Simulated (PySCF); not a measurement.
C2H6O3S.
Atom-mapped SMILES: `[CH3:1][CH2:2][S:3](=[O:4])(=[O:5])[OH:6]` (hydrogens: H7, H8, H9 on C1; H10, H11 on C2; H12 on O6)

Theory: core-valence-separated Tamm–Dancoff BHandHLYP/aug-pcX-1 (pcseg-1 on H, def2-SVPD on S) in PySCF, non-relativistic, gas phase, PBE0-D3(BJ)/def2-SVP geometry. No empirical shift is added; at this level the pattern usually sits a few eV under experiment.

Q: What does the O 1s absorption edge look like?

A: 
```json
{"E (eV)": "532.53", "f": "0.0325", "core hole on": "O4", "main final orbital": "LUMO (32 %)"}
{"E (eV)": "532.62", "f": "0.0339", "core hole on": "O5", "main final orbital": "spread"}
{"E (eV)": "532.84", "f": "0.0279", "core hole on": "O4", "main final orbital": "LUMO+4 (38 %)"}
{"E (eV)": "532.99", "f": "0.0260", "core hole on": "O5", "main final orbital": "spread"}
{"E (eV)": "533.10", "f": "0.0372", "core hole on": "O6", "main final orbital": "spread"}
{"E (eV)": "533.43", "f": "0.0338", "core hole on": "O6", "main final orbital": "spread"}
{"E (eV)": "533.87", "f": "0.0135", "core hole on": "O5", "main final orbital": "LUMO (35 %)"}
{"E (eV)": "533.91", "f": "0.0249", "core hole on": "O4", "main final orbital": "spread"}
{"E (eV)": "534.25", "f": "0.0277", "core hole on": "O5", "main final orbital": "spread"}
{"E (eV)": "534.45", "f": "0.0143", "core hole on": "O4", "main final orbital": "spread"}
{"E (eV)": "534.70", "f": "0.0006", "core hole on": "O5", "main final orbital": "LUMO+1 (33 %)"}
{"E (eV)": "534.88", "f": "0.0007", "core hole on": "O4", "main final orbital": "spread"}
{"E (eV)": "534.98", "f": "0.0036", "core hole on": "O4/O5", "main final orbital": "spread (2 roots, f summed)"}
{"E (eV)": "535.16", "f": "0.0027", "core hole on": "O4", "main final orbital": "LUMO+1 (31 %)"}
```

The first line with a tenth or more of the strongest one's intensity is at 532.53 eV (f = 0.033), with the hole on O4 (sulfonyl oxygen). The strongest listed is at 533.10 eV (f = 0.037; O6).

Q: List the carbon K-edge absorption lines.

A: 
```tsv
E (eV)	f	core hole on	main final orbital
285.75	0.0087	C1	LUMO (65 %)
286.30	0.0611	C2	spread
286.57	0.0313	C1	LUMO+2 (34 %)
286.72	0.0109	C2	LUMO (76 %)
286.77	0.0217	C1	LUMO+3 (42 %)
286.90	0.0076	C1	LUMO+1 (30 %)
287.19	0.0336	C2	LUMO+3 (53 %)
287.50	0.0073	C1	LUMO+4 (36 %)
287.98	0.0104	C1	spread
288.05	0.0020	C2	LUMO+1 (36 %)
288.07	0.0028	C1	spread
```

The first line with a tenth or more of the strongest one's intensity is at 285.75 eV (f = 0.009), with the hole on C1 (methyl carbon). The strongest listed is at 286.30 eV (f = 0.061; C2).

Roots within 0.03 eV whose holes lie on the same, on equivalent or on shared atoms are summed into one line, and the highest roots are left out, as the search may have cut off their partners. Final orbitals are the ground state's empty Kohn–Sham orbitals.

Q: What are the wavelength and the wavenumber of the 533.10 eV line?

A: λ = 12398.42 eV Å/533.10 eV = 23.257 Å; 4.2997 × 10⁶ cm⁻¹.

The ionisation thresholds weren't computed; near and above them a finite basis only mimics Rydberg series and continuum.

Shape of the structure used: `[CH3:1][CH2:2][S:3](=[O:4])(=[O:5])[OH:6]`: C1–C2–S3–O4 -46°, H–O6–S3–C2 111°.

One conformer stands for the species.
